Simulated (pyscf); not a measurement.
## Routes from H₂N–SiH₂–Cl + SiH₄

Candidate steps break at most two bonds and form at most two. Each was searched with GFN2-xTB (tblite) first. Single points on ωB97X-D3(BJ)/def2-SVP structures (PySCF, gas phase). Energies: ωB97M-D3(BJ)/def2-TZVP, kJ/mol, from the separated reactants, singlet surface; ΔG‡ with ideal gas, 1 atm, RRHO with modes under 100 cm⁻¹ raised to 100, one conformer, R ln 2 for chiral ones without a mode under 150 cm⁻¹.

| products | type | ΔE‡ | ΔE | ΔG‡ 298 K | ΔG‡ 900 K | ν‡ (cm⁻¹) |
|---|---|---|---|---|---|---|
| H₂N–SiH₃ + H₃Si–Cl | four-centre exchange | 176.5 | +24.6 | 224.1 | 311.0 | 336i |
| H₃Si–NH–SiH₂–Cl + H₂ | four-centre exchange | 195.0 | -28.6 | 230.5 | 317.1 | 1422i |

Plain bond fissions and candidates not yet searched are not listed, and one of them may be faster. Each barrier is that of the saddle found; lower ones may exist.
